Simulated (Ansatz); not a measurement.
Results of PBEsol in Ansatz (plane waves, PAW) for rutile CrO₂.

Run with plane-wave cutoff 520 eV, 14×14×22 k mesh (along the axes of the cell as run), Fermi–Dirac smearing 0.027 eV (set by the program), spin-polarised with parallel moments, scalar-relativistic PAW data made under PBE.

Cell (relaxed at this level):

Space group P4₂/mnm (No. 136); a = 4.3922 Å, b = 4.3922 Å, c = 2.8875 Å, α = 90.00°, β = 90.00°, γ = 90.00°

```tsv
atom	site	symmetry	x	y	z
Cr	2a	m.mm	0.0000	0.0000	0.0000
O	4f	m.2m	0.3033	0.3033	0.0000
```

### Question
What does this level give for the elastic constant C66, elastic constant C11, Poisson ratio, elastic constant C12, elastic constant C13, elastic constant C33 and elastic constant C44?

### Answer

elastic constant C66: 240 GPa
elastic constant C11: 321 GPa
Poisson ratio: 0.297
elastic constant C12: 235 GPa
elastic constant C13: 184 GPa
elastic constant C33: 500 GPa
elastic constant C44: 141 GPa

Elastic constants are with the ions relaxed.

Cost on a shared machine: about 2.8 core-hours (a rough figure).

Ansatz is a quantum-chemistry and plane-wave program.
